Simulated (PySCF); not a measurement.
# FCI/STO-3G run of SiH3F (SMILES F[SiH3])

Aim: the energy change on altering one bond length of SiH3F at FCI/STO-3G, from 2 runs. The job is set up through a Python script.

The results are computed with PySCF 2.14.0.

9 further runs of the same task are left out: 3 that didn't finish, 6 set aside as unsound or not needed.

### Step 1. The structure to begin with

The species is SiH3F (5 atoms), meant as a singlet with charge 0. As SMILES, `F[SiH3]`. The shape is that of a PBE0-D4/def2-TZVP optimisation.

Bond lengths: F1–Si2 1.600 Å, Si2–H3 1.482 Å, Si2–H4 1.482 Å, Si2–H5 1.482 Å. Angles: F1–Si2–H3 108.3°, F1–Si2–H4 108.3°, F1–Si2–H5 108.3°, H3–Si2–H4 110.6°, H3–Si2–H5 110.6°, H4–Si2–H5 110.6°.

### Step 2. The energy at FCI/STO-3G

Input file job.py:

```python
from pyscf import gto, mcscf
from pyscf import fci

system = gto.M(
    atom='''
F     -1.274600     0.162800     0.858000
Si     0.043300    -0.019300    -0.030700
H     -0.367800    -0.192600    -1.443700
H      0.768600    -1.217900     0.451600
H      0.880500     1.193400     0.123400
''',
    verbose=4,
    charge=0,
    basis='sto-3g',
    max_memory=1860,
)

mf = system.RHF()
mf.conv_tol = 1e-10
mf.kernel()
if not mf.converged:
    mf = mf.newton().run(mf.mo_coeff, mf.mo_occ)

cas = mcscf.CASCI(mf, mf.mo_coeff.shape[-1] - 6, (system.nelec[0] - 6, system.nelec[1] - 6))  # full CI above the frozen core
cas.fcisolver = fci.direct_spin0.FCI(system)  # even spin states alone
cas.kernel()
print('<S^2> = %.4f' % cas.fcisolver.spin_square(cas.ci, cas.ncas, cas.nelecas)[0])
energy = cas.e_tot
print('Final energy', energy)
```

Command:

```console
OMP_NUM_THREADS=1 python job.py
```

The program printed:

```text
PySCF version 2.14.0

[INPUT] num. atoms = 5
[INPUT] num. electrons = 26
[INPUT] charge = 0
[INPUT] spin (= nelec alpha-beta = 2S) = 0
[INPUT] symmetry False subgroup None
[INPUT] Mole.unit = angstrom
[INPUT] Symbol           X                Y                Z      unit          X                Y                Z       unit  Magmom
[INPUT]  1 F     -1.274600000000   0.162800000000   0.858000000000 AA   -2.408644918371   0.307647413079   1.621385014877 Bohr   0.0
[INPUT]  2 Si     0.043300000000  -0.019300000000  -0.030700000000 AA    0.081825141194  -0.036471714204  -0.058014592024 Bohr   0.0
[INPUT]  3 H     -0.367800000000  -0.192600000000  -1.443700000000 AA   -0.695041268615  -0.363961251591  -2.728197606035 Bohr   0.0
[INPUT]  4 H      0.768600000000  -1.217900000000   0.451600000000 AA    1.452443499341  -2.301497447108   0.853400317854 Bohr   0.0
[INPUT]  5 H      0.880500000000   1.193400000000   0.123400000000 AA    1.663903852680   2.255199157056   0.233192203771 Bohr   0.0

nuclear repulsion = 63.0428072540354
number of shells = 11
number of NR pGTOs = 51
number of NR cGTOs = 17
basis = sto-3g
ecp = {}

******** <class 'pyscf.scf.hf.RHF'> ********
method = RHF
initial guess = minao
damping factor = 0
level_shift factor = 0
DIIS = <class 'pyscf.scf.diis.CDIIS'>
diis_start_cycle = 1
diis_space = 8
diis_damp = 0
SCF conv_tol = 1e-10
SCF conv_tol_grad = None
SCF max_cycles = 50
direct_scf = True
direct_scf_tol = 1e-13
Set gradient conv threshold to 1e-05
Initial guess from minao.
init E= -384.931180153489
  HOMO = -0.376679934661031  LUMO = 0.283843228919949  gap/eV = 17.97375
cycle= 1 E= -385.334164009725  delta_E= -0.403  |g|= 0.306  |ddm|=  2.2
  HOMO = -0.288587510034287  LUMO = 0.460933334607744  gap/eV = 20.39550
cycle= 2 E= -385.383387262914  delta_E= -0.0492  |g|= 0.06  |ddm|= 0.655
  HOMO = -0.378662268730259  LUMO = 0.492633674383903  gap/eV = 23.70917
cycle= 3 E= -385.385185494271  delta_E= -0.0018  |g|= 0.0189  |ddm|= 0.111
  HOMO = -0.382966560104893  LUMO = 0.495405438196137  gap/eV = 23.90172
cycle= 4 E= -385.385470262435  delta_E= -0.000285  |g|= 0.00223  |ddm|= 0.0599
  HOMO = -0.383167733400766  LUMO = 0.495436997611422  gap/eV = 23.90805
cycle= 5 E= -385.385473784202  delta_E= -3.52e-06  |g|= 0.000241  |ddm|= 0.00663
  HOMO = -0.383283876767857  LUMO = 0.495431872013403  gap/eV = 23.91107
cycle= 6 E= -385.385473818238  delta_E= -3.4e-08  |g|= 1.42e-05  |ddm|= 0.000618
  HOMO = -0.383282121306385  LUMO = 0.495431628086539  gap/eV = 23.91102
cycle= 7 E= -385.385473818314  delta_E= -7.7e-11  |g|= 1.16e-06  |ddm|= 2.41e-05
  HOMO = -0.383282421148788  LUMO = 0.495431718232965  gap/eV = 23.91103
Extra cycle  E= -385.385473818314  delta_E=    0  |g|= 2.4e-07  |ddm|= 2.29e-06
converged SCF energy = -385.385473818314

******** <class 'pyscf.mcscf.casci.CASCI'> ********
CAS (7e+7e, 11o), ncore = 6, nvir = 0
natorb = False
canonicalization = True
sorting_mo_energy = False
******** <class 'pyscf.fci.direct_spin0.FCISolver'> ********
max. cycles = 100
conv_tol = 1e-10
davidson only = False
linear dependence = 1e-14
level shift = 0.001
max iter space = 12
nroots = 1
pspace_size = 400
spin = None
Density matrix diagonal elements [1.997334   1.98455158 1.98634699 1.98634728 1.97038069 1.97874278
 1.97873702 0.03653125 0.02801989 0.02650657 0.02650195]
CASCI converged
CASCI E = -385.465881316030  E(CI) = -47.4650770662285  S^2 = 0.0000000
<S^2> = 0.0000
Final energy -385.4658813160296
```

Wall time 2.5 s (1 thread of Arm Neoverse N1, shared host); peak memory 0.14 GiB.

### Step 3. The distorted shape

Input file input.py:

```python
from pyscf import gto, scf, mcscf
from pyscf import fci

molecule = gto.M(
    atom='''
F     -2.725080    -0.150715     1.563140
Si    -0.234609    -0.494834    -0.116260
H     -1.011476    -0.822324    -2.786443
H      1.136009    -2.759860     0.795155
H      1.663904     2.255199     0.233192
''',
    max_memory=1860,
    basis='sto-3g',
    charge=0,
    spin=0,
    verbose=3,
    unit='bohr',
)

myscf = scf.RHF(molecule)
myscf.conv_tol = 1e-10
myscf.kernel()
if not myscf.converged:
    myscf = myscf.newton().run(myscf.mo_coeff, myscf.mo_occ)

cas = mcscf.CASCI(myscf, myscf.mo_coeff.shape[-1] - 6, (molecule.nelec[0] - 6, molecule.nelec[1] - 6))  # full CI above the frozen core
cas.fcisolver = fci.direct_spin0.FCI(molecule)  # even spin states alone
cas.kernel()
print('<S^2> = %.4f' % cas.fcisolver.spin_square(cas.ci, cas.ncas, cas.nelecas)[0])
energy = cas.e_tot
print('E = %.10f Eh' % energy)
```

Command:

```console
OMP_NUM_THREADS=1 python input.py
```

The program printed:

```text
converged SCF energy = -385.341042734702
CASCI E = -385.433629097289  E(CI) = -47.0242082782888  S^2 = 0.0000000
<S^2> = 0.0000
E = -385.4336290973 Eh
```

It took 2.7 s on 1 thread of Arm Neoverse N1, shared host; peak memory 0.14 GiB.

### Step 4. Outcome

Level: FCI/STO-3G, 6 core orbitals frozen.

| quantity | value |
| --- | --- |
| first shape: total energy | -385.46588 Eh |
| first shape: dipole moment (Hartree–Fock density) | 1.04 D |
| first shape: HOMO energy (Hartree–Fock orbitals) | -10.43 eV |
| first shape: LUMO energy (Hartree–Fock orbitals) | 13.48 eV |
| first shape: HOMO–LUMO gap (Hartree–Fock orbitals) | 23.91 eV |
| first shape: correlation energy (6 core orbitals frozen) | -80.4 mEh |
| distorted shape: total energy | -385.43363 Eh |
| distorted shape: dipole moment (Hartree–Fock density) | 0.97 D |
| distorted shape: HOMO energy (Hartree–Fock orbitals) | -9.48 eV |
| distorted shape: LUMO energy (Hartree–Fock orbitals) | 10.11 eV |
| distorted shape: HOMO–LUMO gap (Hartree–Fock orbitals) | 19.59 eV |
| distorted shape: correlation energy (6 core orbitals frozen) | -92.6 mEh |
| energy change with the Si2–H5 bond stretched from 1.482 to 1.778 Å | 0.878 eV |

What this shows: With the Si2–H5 bond stretched from 1.482 to 1.778 Å the energy rises by 0.88 eV (20.2 kcal/mol). The first shape isn't relaxed at this level, so the change isn't measured from a minimum. The minimal basis adds a large error of its own. Mulliken charges (distorted shape) of the mean-field density run from -0.33 on F1 to +0.81 on Si2; they depend strongly on the basis.
